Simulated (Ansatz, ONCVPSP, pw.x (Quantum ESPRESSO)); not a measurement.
## Equation-of-state test of one ONCV potential (hydrogen)

ONCVPSP 4.0.1 input, shortened (lines: element, Z, core and valence counts, functional; n l f; lmax; l rc ep ncon nbas qcut; lloc lpopt rc5 dvloc0; l nproj debl; icmod fcfact rcfact), PBEsol, scalar-relativistic:

```
  H 1.00    0    1  -116133      upf
    1    0    1.00
    1
    0    1.55    0.00    4    7    9.10
    1    1.20    0.13    3    7    5.50
    4    3    1.00    0.00
    0    2    0.70
    1    2    3.20
    0    0.00    0.00
```

Crystal test: diamond H in pw.x 7.5, no spin, 15³ k-points, Fermi–Dirac smearing 0.01 Ry, cutoffs 50/200 Ry. The reference is all-electron LAPW (Ansatz 0.2.0) with the same functional, mesh and smearing; V0 and B0 come from Birch–Murnaghan fits to the pressures at five volumes. Errors are pseudo minus all-electron; Δ is the rms difference of the E(V) curves that follow from these fits, minima aligned, over ±6 % about the mean V0. Mesh and smearing are coarse, so the numbers serve the comparison and aren't converged zero-temperature values; the lattice is a test structure that the element need not adopt.

All-electron: a0 = 2.994 Å (V0 = 3.35 Å³/atom), B0 = 95.5 GPa.

Problem. How far does the potential miss the all-electron equation of state?

Solution. mean pressure error (GPa): -0.55; a0 (Å): 2.988; a0 error (%): -0.19; B0 error (%): +0.4; Δ (meV/atom): 0.4. The largest radius (1.55 bohr) exceeds half the bond length (1.22 bohr), so the spheres overlap, which is one possible source of error among others.

```tsv
V (Å³/atom)	P all-electron (GPa)	P pseudo (GPa)
3.187	5.27	4.65
3.271	2.49	1.90
3.355	-0.03	-0.58
3.439	-2.30	-2.81
3.523	-4.34	-4.83
```

Problem. At the middle volume, how do free energy and pressure move when the wave cutoff is lowered (ecutrho kept at four times it)?

Solution.

```csv
cutoff (Ry),shift of F (meV/atom),shift of P (GPa)
22,+79.5,-7.54
30,+24.4,-3.32
40,+3.3,-0.67
```

The run at the middle volume (120 k-points, 7 iterations) took about 2.2 s on one core of a shared host (AMD EPYC 9R45, 192 threads, 1484 GiB, load 98).
